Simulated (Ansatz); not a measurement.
# C3H2O: geometry optimisation

The task: find the minimum of C3H2O nearest to the start.

Method: RKS r2SCAN0-D4/def2-SVP; program: Ansatz 0.2.0.

## 1. Starting geometry

6 atoms, charge 0, spin multiplicity 1.

Atoms are counted from 1 here; the program's logs count them from 0.

Bond lengths: C1–C2 1.363 Å, C1–C4 1.363 Å, C2–O3 1.529 Å, C2–H5 1.100 Å, O3–C4 1.529 Å, C4–H6 1.100 Å. Angles: C2–C1–C4 117.7°, C1–C2–O3 71.5°, C1–C2–H5 129.9°, O3–C2–H5 117.2°, C2–O3–C4 99.5°, C1–C4–O3 71.4°, C1–C4–H6 129.8°, O3–C4–H6 117.2°.

As a file:

```mol
C3H2O
  3D, bonds by distance, orders not assigned

  6  6  0  0  0  0  0  0  0  0999 V2000
    0.2749    0.6758    0.2787 C   0  0
    0.7655    0.1563   -0.8822 C   0  0
   -0.3002   -0.7939   -0.3363 O   0  0
   -0.6932   -0.0304    0.9289 C   0  0
    1.7549   -0.2703   -1.1014 H   0  0
   -1.7599    0.1986    1.0661 H   0  0
  1  2  8  0
  1  4  8  0
  2  3  8  0
  2  5  8  0
  3  4  8  0
  4  6  8  0
M  END
```

## 2. Relaxation

input.yaml reads:

```yaml
crystal:
  periodic: [false, false, false]
  atoms:
    - { symbol: C, position_ang: [0.274919, 0.675826, 0.27865] }
    - { symbol: C, position_ang: [0.765451, 0.156291, -0.882211] }
    - { symbol: O, position_ang: [-0.300153, -0.793943, -0.336289] }
    - { symbol: C, position_ang: [-0.693154, -0.030447, 0.928917] }
    - { symbol: H, position_ang: [1.754947, -0.270329, -1.10135] }
    - { symbol: H, position_ang: [-1.75991, 0.198603, 1.066083] }
basis:
  gaussian: { orbitals: def2-SVP }
hamiltonian:
  xc: { name: r2SCAN0 }
  dispersion: d4
output:
  forces: true
relax:
  f_tol: 0.003
  max_steps: 120
```

Command:

```console
> ansatz run input.yaml --threads 1 --pin off --max-ram 2560MiB --backend cpu --events-out ev --progress --plain --runs-dir out
```

Q: Predict the outcome of this session. Wanted: energy gained; root mean square move; dipole moment.

**Answer**, as computed:

| quantity | value |
| --- | --- |
| energy gained | 0.0474 eV |
| root mean square move | 0.017 Å |
| dipole moment | 0.92 D |

In words: Bond lengths: C1–C2 1.339 Å, C1–C4 1.340 Å, C2–O3 1.515 Å, C2–H5 1.085 Å, O3–C4 1.516 Å, C4–H6 1.085 Å. Angles: C2–C1–C4 119.7°, C1–C2–O3 70.3°, C1–C2–H5 131.2°, O3–C2–H5 118.0°, C2–O3–C4 99.7°, C1–C4–O3 70.3°, C1–C4–H6 131.1°, O3–C4–H6 118.0°. No frequencies were computed here.
